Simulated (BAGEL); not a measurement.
# BH3 (borane): a chain of runs

We compute a single-point energy (HF/def2-SVP), then a single-point energy (NEVPT2(2,2)/def2-SVP), then the energy (CASPT2(2,2)/def2-SVP) of BH3 (borane). 

Program for the calculation: BAGEL 1.2.2.

### 1 The molecule

The species is BH3 (4 atoms), meant as a singlet with charge 0. As SMILES, `B`. The B1–H4 distance was set to 1.611 Å, away from the relaxed value. At this shape a bond of the SMILES string is far longer than usual.

Bond lengths: B1–H2 1.193 Å, B1–H3 1.193 Å. Angles: H2–B1–H3 120.0°. A long bond or contact: B1–H4 1.611 Å.

### 2 The energy at HF/def2-SVP (density fitting with svp-jkfit) (run 1)

hf.json

```json
{ "bagel": [

{
  "title": "molecule",
  "basis": "svp",
  "df_basis": "svp-jkfit",
  "angstrom": "true",
  "geometry": [
    { "atom": "B", "xyz": [       0.251328,      -0.281126,       0.212551 ] },
    { "atom": "H", "xyz": [       1.219628,       0.115674,       0.786451 ] },
    { "atom": "H", "xyz": [      -0.038772,      -1.437826,       0.260651 ] },
    { "atom": "H", "xyz": [      -0.664400,       0.744900,      -0.626900 ] }
  ]
},

{
  "title": "hf"
},

{
  "title": "print",
  "file": "orbitals.molden",
  "orbitals": "true"
}

]}
```

The run is started by

```bash
$ BAGEL_NUM_THREADS=1 BAGEL hf.json > hf.out
```

Output:

```text
* using 1 threads per process

  ===============================================================
  ===============================================================

  *** Geometry ***

  { "atom" : "B", "xyz" : [      0.474941,     -0.531251,      0.401663 ] },
  { "atom" : "H", "xyz" : [      2.304763,      0.218592,      1.486177 ] },
  { "atom" : "H", "xyz" : [     -0.073268,     -2.717097,      0.492559 ] },
  { "atom" : "H", "xyz" : [     -1.255534,      1.407657,     -1.184669 ] },

  Number of auxiliary basis functions:      129

  Since a DF basis is specified, we compute 2- and 3-index integrals:
    o Being stored without compression. Storage requirement is 0.001 GB

  Number of basis functions:       29
  Number of electrons      :        8

    * METHOD: MOLECULE                             0.01

  *** RHF ***

  === Nuclear Repulsion ===
     6.7661569895

      * DIIS with orbital gradients will be used.

  === RHF iteration (svp) ===
      0        -26.30676615          0.01390575           0.00
      1        -26.32455946          0.00386949           0.00
      2        -26.32608563          0.00028843           0.00
      3        -26.32609731          0.00007115           0.00
      4        -26.32609801          0.00000747           0.00
      5        -26.32609802          0.00000091           0.00
      6        -26.32609802          0.00000018           0.00
      7        -26.32609802          0.00000004           0.00
      8        -26.32609802          0.00000000           0.00
    * SCF iteration converged.

    * Permanent dipole moment:
           (   -0.171299,     0.191912,    -0.156945) a.u.

    * METHOD: HF                                   0.02

    * METHOD: PRINT                                0.00

  ===============================================================
```

Wall time 0.22 s (1 thread of Intel Xeon 6975P-C (Granite Rapids), shared host).

### 3 The energy at NEVPT2(2,2)/def2-SVP (density fitting with svp-jkfit) (run 2)

input.json

```json
{ "bagel": [

{
  "title": "molecule",
  "basis": "svp",
  "df_basis": "svp-jkfit",
  "angstrom": true,
  "geometry": [
    { "atom": "B", "xyz": [    0.251328,   -0.281126,    0.212551 ] },
    { "atom": "H", "xyz": [    1.219628,    0.115674,    0.786451 ] },
    { "atom": "H", "xyz": [   -0.038772,   -1.437826,    0.260651 ] },
    { "atom": "H", "xyz": [   -0.664400,    0.744900,   -0.626900 ] }
  ]
},
{
  "title": "hf",
  "charge": 0
},
{
  "title": "casscf",
  "nstate": 1,
  "nact": 2,
  "nclosed": 3,
  "charge": 0,
  "active": [4, 6],
  "maxiter": 200,
  "natocc": true
},
{
  "title": "nevpt2",
  "nstate": 1,
  "nact": 2,
  "nclosed": 3,
  "charge": 0,
  "active": [4, 6],
  "maxiter": 200,
  "natocc": true,
  "ncore": 1
},
{
  "title": "print",
  "file": "orbitals.molden",
  "orbitals": true
}

]}
```

The run is started by

```bash
$ BAGEL_NUM_THREADS=1 BAGEL input.json > input.out
```

Output:

```text
* using 1 threads per process

  ===============================================================
  ===============================================================

  *** Geometry ***

  { "atom" : "B", "xyz" : [      0.474941,     -0.531251,      0.401663 ] },
  { "atom" : "H", "xyz" : [      2.304763,      0.218592,      1.486177 ] },
  { "atom" : "H", "xyz" : [     -0.073268,     -2.717097,      0.492559 ] },
  { "atom" : "H", "xyz" : [     -1.255534,      1.407657,     -1.184669 ] },

  Number of auxiliary basis functions:      129

  Since a DF basis is specified, we compute 2- and 3-index integrals:
    o Being stored without compression. Storage requirement is 0.001 GB

  Number of basis functions:       29
  Number of electrons      :        8

    * METHOD: MOLECULE                             0.01

  *** RHF ***

  === Nuclear Repulsion ===
     6.7661569895

      * DIIS with orbital gradients will be used.

  === RHF iteration (svp) ===
      0        -26.30676615          0.01390575           0.00
      1        -26.32455946          0.00386949           0.00
      2        -26.32608563          0.00028843           0.00
      3        -26.32609731          0.00007115           0.00
      4        -26.32609801          0.00000747           0.00
      5        -26.32609802          0.00000091           0.00
      6        -26.32609802          0.00000018           0.00
      7        -26.32609802          0.00000004           0.00
      8        -26.32609802          0.00000000           0.00
    * SCF iteration converged.

    * Permanent dipole moment:
           (   -0.171299,     0.191912,    -0.156945) a.u.

    * METHOD: HF                                   0.02

  ---------------------------
      CASSCF calculation
  ---------------------------

    ==== Active orbitals : =====
         Orbital 4
         Orbital 6
    ============================

    * nstate   :      1
    * nclosed  :      3
    * nact     :      2
    * nvirt    :     24
  === CASSCF iteration (svp) ===

    * Using the second-order algorithm

      0  0       -26.33306112     3.29e-03      0.00

      1  0       -26.34504215     3.03e-03      0.00

      2  0       -26.34926924     1.15e-03      0.00

      3  0       -26.34942664     2.61e-04      0.00

      4  0       -26.34943038     5.61e-05      0.00

      5  0       -26.34943049     1.19e-05      0.00

      6  0       -26.34943049     2.51e-06      0.00

      7  0       -26.34943049     5.21e-07      0.00

      8  0       -26.34943049     1.08e-07      0.00

      9  0       -26.34943049     2.22e-08      0.00

     10  0       -26.34943049     4.51e-09      0.00

    * Second-order optimization converged. *

     guess   0:   closed 1.                   open ..

  === FCI iteration ===

      0  0       -26.32543401     7.51e-02      0.00
      1  0       -26.34942216     1.13e-03      0.00
      2  0 *     -26.34943049     5.93e-16      0.00

     * ci vector, state   0, <S^2> = 0.0000
       2.     0.9874616758
       .2    -0.1578589206

    * METHOD: CASSCF                               0.04

    * freezing 1 orbital

  === DF-NEVPT2 calculation ===

    * 3-index integral transformation done
    * assembly done

      NEVPT2 correlation energy:   -0.0746132238      0.00

          (+0)     -0.0502089450
          (+0)'    -0.0046835825
          (+1)     -0.0019959912
          (+1)'    -0.0000000000
          (+2)     -0.0001298933
          (-1)     -0.0101552339
          (-1)'     0.0000000000
          (-2)     -0.0074395780

      NEVPT2 total energy:        -26.4240437167

    * METHOD: NEVPT2                               0.01

    * METHOD: PRINT                                0.00

  ===============================================================
```

It took 0.28 s on 1 thread of Intel Xeon 6975P-C (Granite Rapids), shared host.

### 4 A single-point energy at CASPT2(2,2)/def2-SVP (density fitting with svp-jkfit) (run 3)

job.json

```json
{ "bagel": [

{
  "title": "molecule",
  "basis": "svp",
  "df_basis": "svp-jkfit",
  "angstrom": "true",
  "geometry": [
    { "atom": "B", "xyz": [       0.251328,      -0.281126,       0.212551 ] },
    { "atom": "H", "xyz": [       1.219628,       0.115674,       0.786451 ] },
    { "atom": "H", "xyz": [      -0.038772,      -1.437826,       0.260651 ] },
    { "atom": "H", "xyz": [      -0.664400,       0.744900,      -0.626900 ] }
  ]
},

{
  "title": "hf"
},

{
  "title": "casscf",
  "nstate": 1,
  "nact": 2,
  "nclosed": 3,
  "active": [4, 6],
  "maxiter": 200,
  "natocc": "true"
},

{
  "title": "print",
  "file": "orbitals.molden",
  "orbitals": "true"
},

{
  "title": "smith",
  "method": "caspt2",
  "ms": "true",
  "xms": "true",
  "sssr": "true",
  "shift": 0.2,
  "shift_imag": "true",
  "ncore": 1
}

]}
```

The run is started by

```bash
$ BAGEL_NUM_THREADS=1 BAGEL job.json > job.out
```

Output:

```text
* using 1 threads per process

  ===============================================================
  ===============================================================

  *** Geometry ***

  { "atom" : "B", "xyz" : [      0.474941,     -0.531251,      0.401663 ] },
  { "atom" : "H", "xyz" : [      2.304763,      0.218592,      1.486177 ] },
  { "atom" : "H", "xyz" : [     -0.073268,     -2.717097,      0.492559 ] },
  { "atom" : "H", "xyz" : [     -1.255534,      1.407657,     -1.184669 ] },

  Number of auxiliary basis functions:      129

  Since a DF basis is specified, we compute 2- and 3-index integrals:
    o Being stored without compression. Storage requirement is 0.001 GB

  Number of basis functions:       29
  Number of electrons      :        8

    * METHOD: MOLECULE                             0.01

  *** RHF ***

  === Nuclear Repulsion ===
     6.7661569895

      * DIIS with orbital gradients will be used.

  === RHF iteration (svp) ===
      0        -26.30676615          0.01390575           0.00
      1        -26.32455946          0.00386949           0.00
      2        -26.32608563          0.00028843           0.00
      3        -26.32609731          0.00007115           0.00
      4        -26.32609801          0.00000747           0.00
      5        -26.32609802          0.00000091           0.00
      6        -26.32609802          0.00000018           0.00
      7        -26.32609802          0.00000004           0.00
      8        -26.32609802          0.00000000           0.00
    * SCF iteration converged.

    * Permanent dipole moment:
           (   -0.171299,     0.191912,    -0.156945) a.u.

    * METHOD: HF                                   0.02

  ---------------------------
      CASSCF calculation
  ---------------------------

    ==== Active orbitals : =====
         Orbital 4
         Orbital 6
    ============================

    * nstate   :      1
    * nclosed  :      3
    * nact     :      2
    * nvirt    :     24
  === CASSCF iteration (svp) ===

    * Using the second-order algorithm

      0  0       -26.33306112     3.29e-03      0.00

      1  0       -26.34504215     3.03e-03      0.00

      2  0       -26.34926924     1.15e-03      0.00

      3  0       -26.34942664     2.61e-04      0.00

      4  0       -26.34943038     5.61e-05      0.00

      5  0       -26.34943049     1.19e-05      0.00

      6  0       -26.34943049     2.51e-06      0.00

      7  0       -26.34943049     5.21e-07      0.00

      8  0       -26.34943049     1.08e-07      0.00

      9  0       -26.34943049     2.22e-08      0.00

     10  0       -26.34943049     4.51e-09      0.00

    * Second-order optimization converged. *

     guess   0:   closed 1.                   open ..

  === FCI iteration ===

      0  0       -26.32543401     7.51e-02      0.00
      1  0       -26.34942216     1.13e-03      0.00
      2  0 *     -26.34943049     5.93e-16      0.00

     * ci vector, state   0, <S^2> = 0.0000
       2.     0.9874616758
       .2    -0.1578589206

    * METHOD: CASSCF                               0.04

    * METHOD: PRINT                                0.00

  === SMITH program ===

    * freezing 1 orbital

    * Approximate memory requirement for SMITH calulation per MPI process:
      o Storage requirement for T-amplitude, lambda, and residual is 0.00 GB
      o Storage requirement for MO integrals is 0.00 GB
    * Calculating and saving rdm4f

    * Zeroth order energy : state  0       -0.8419737943

    * CASPT2 iteration is performed using orthogonal basis

      -------------------------------------------  CASPT2 iteration  ---------------------------------------------------
       #      aibj      arbs      arbi      airj      risj      airs      arst      rist         Etot      error   time
      ------------------------------------------------------------------------------------------------------------------

       0  -0.05018  -0.00904  -0.01036  -0.00222  -0.00020  -0.00412  -0.00000  -0.00000   -0.0761172  0.0021529   0.00
       1  -0.05024  -0.00907  -0.01038  -0.00226  -0.00022  -0.00421   0.00000  -0.00000   -0.0763725  0.0003431   0.00
       2  -0.05024  -0.00907  -0.01038  -0.00226  -0.00022  -0.00420  -0.00000  -0.00000   -0.0763793  0.0000656   0.00
       3  -0.05024  -0.00907  -0.01038  -0.00226  -0.00022  -0.00421   0.00000  -0.00000   -0.0763795  0.0000119   0.00
       4  -0.05024  -0.00907  -0.01038  -0.00226  -0.00022  -0.00421   0.00000  -0.00000   -0.0763795  0.0000018   0.00
       5  -0.05024  -0.00907  -0.01038  -0.00226  -0.00022  -0.00421  -0.00000  -0.00000   -0.0763795  0.0000002   0.00

      ------------------------------------------------------------------------------------------------------------------

    * CASPT2 energy : state  0      -26.4263254642
        w/o shift correction        -26.4258099892
        reference weight              0.9713411546

    * METHOD: SMITH                                0.03

  ===============================================================
```

Wall time 0.3 s (1 thread of Intel Xeon 6975P-C (Granite Rapids), shared host).

### 5 What came out

```
                                 quantity         value
         run 1, HF/def2-SVP: total energy  -26.32610 Eh
        run 1, HF/def2-SVP: dipole moment        0.77 D
          run 1, HF/def2-SVP: HOMO energy     -11.81 eV
          run 1, HF/def2-SVP: LUMO energy       1.61 eV
        run 1, HF/def2-SVP: HOMO–LUMO gap      13.41 eV
run 2, NEVPT2(2,2)/def2-SVP: total energy  -26.42404 Eh
run 3, CASPT2(2,2)/def2-SVP: total energy  -26.42633 Eh
```
